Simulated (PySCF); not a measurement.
## Nonlinear optical response: SMILES O=C/C=C(/[O-])Cl, [C3H2ClO2]-, charge -1

Geometry (Å), atoms numbered from 1 in this order:
```xyz
8

O    -2.202   -0.941    0.148
C    -1.242   -0.175    0.046
C     0.113   -0.546    0.051
C     1.224    0.252   -0.059
O     2.408    0.027   -0.065
Cl    0.806    2.083   -0.237
H    -1.436    0.911   -0.061
H     0.337   -1.602    0.153
```

Total charge -1.

Computed, not measured: PySCF 2.14.0, quadratic response wB97X-D/def2-SVPD first hyperpolarisability, Taylor convention, gas phase. Geometry: GFN2-xTB.

For a gas-phase anion, states above the detachment energy (about 3.8 eV, taken as minus the energy of the highest occupied orbital) lie in the continuum and depend on the basis.

(1) What is the first hyperpolarisability, and how does it disperse?

(2) Which lowest excitations and polarisabilities go with it?

Answers

(1) In 10⁻³⁰ esu, Taylor convention; the vector part is βᵢ = ⅓ Σⱼ (βᵢⱼⱼ + βⱼᵢⱼ + βⱼⱼᵢ):
```tsv
process	λ (nm)	β vector norm	β HRS	depolarisation ratio
static β(0;0,0)	∞	2.38	0.99	4.92
second harmonic β(−2ω;ω,ω)	1907	2.49	1.03	4.99
Pockels β(−ω;ω,0)	1907	2.41	–	–
second harmonic β(−2ω;ω,ω)	1340	2.61	1.08	5.06
Pockels β(−ω;ω,0)	1340	2.45	–	–
```

(2) S1 4.58 eV (f = 0.000); S2 5.34 eV (f = 0.464); S3 5.37 eV (f = 0.001); isotropic α 72.4 au static, 72.7 au at 1907 nm, 73.1 au at 1340 nm, 73.8 au at 953.5 nm, 75.5 au at 670 nm.
